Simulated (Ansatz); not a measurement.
Ideal-gas functions of CHF (`[CH]F`) at 500 K and 1 bar, from an Ansatz frequency run at PBE0-D4/def2-TZVP.

Molar mass 32.02 g/mol, point group Cs (symmetry number 1), electronic degeneracy 1, moments of inertia 1.082, 13.597, 14.679 u Å². Harmonic wavenumbers (cm⁻¹, unscaled): 1249, 1443, 2773.

Use S(trans) = R[1.5 ln M + 2.5 ln T − 1.1517]; rotational temperatures θ = 24.2544 K / I; S(rot) = R[ln(√π/σ · √(T³/θAθBθC)) + 1.5]; for each mode x = 1.438777 ν̃/T, S = R[x/(eˣ − 1) − ln(1 − e⁻ˣ)] and H = RT x/(eˣ − 1); 1 cm⁻¹ = 0.0119627 kJ/mol; R = 8.31446 J/(mol·K).

Q: By hand: the entropy, in J/(mol·K).

A: Translation 162.8. Rotation: θ = 22.4163, 1.7838, 1.6523 K, giving 77.3. Vibration, mode by mode: 1.08, 0.68, 0.03, in all 1.8. Electronic 0.0. Sum 241.9 J/(mol·K).

Q: By hand: H − E and G − E in kJ/mol, counted from the electronic energy.

A: Zero-point energy ½ × 5465 × 0.0119627 = 32.7; thermal vibration 0.7; translation, rotation and pV give 4 RT = 16.6. H − E = 50.0 kJ/mol, and G − E = 50.0 − 500 × 241.9/1000 = -70.9 kJ/mol.

Vibration gives 1 % of the entropy; all modes have x over 3 and are hardly excited.
